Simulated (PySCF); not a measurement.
Bonds (- single, = double, # triple, : aromatic): C1-C2, C2-C3, C2-C4, C2-F5. C1 carries H6, H7, H8; C3 carries H9, H10, H11; C4 carries H12, H13, H14.

GIAO shifts from PySCF 2.14.0 with density-fitted response routines on PBE0-D3(BJ)/def2-TZVP geometries (one conformer, non-relativistic, equivalent nuclei averaged), against TMS at the same level and in the same medium; PCM means IEF-PCM chloroform.

Measured (solution, not stated per compound (mostly CDCl3 or CCl4); Pretsch, Buehlmann, Badertscher, Structure Determination of Organic Compounds, 4th ed. (2009)): C2 93.5, C1/C3/C4 28.3, H6/H7/H8/H9/H10/H11/H12/H13/H14 1.34 ppm.

Task: Which unscaled values do B97-2/pcSseg-2, gas; WP04/pcSseg-2, PCM; wB97X-D/pcSseg-2, PCM give, and how close are they?

Result: 
```json
{"atoms": "C2", "measured": "93.5", "B97-2/pcSseg-2, gas": "96.9", "WP04/pcSseg-2, PCM": "106.4", "wB97X-D/pcSseg-2, PCM": "100.3"}
{"atoms": "C1/C3/C4", "measured": "28.3", "B97-2/pcSseg-2, gas": "30.4", "WP04/pcSseg-2, PCM": "30.7", "wB97X-D/pcSseg-2, PCM": "31.3"}
{"atoms": "H6/H7/H8/H9/H10/H11/H12/H13/H14", "measured": "1.34", "B97-2/pcSseg-2, gas": "1.30", "WP04/pcSseg-2, PCM": "1.36", "wB97X-D/pcSseg-2, PCM": "1.36"}
```

Mean absolute error for 13C: B97-2/pcSseg-2, gas 2.8, WP04/pcSseg-2, PCM 7.7, wB97X-D/pcSseg-2, PCM 4.9 ppm.

Mean absolute error for 1H: B97-2/pcSseg-2, gas 0.04, WP04/pcSseg-2, PCM 0.02, wB97X-D/pcSseg-2, PCM 0.02 ppm.
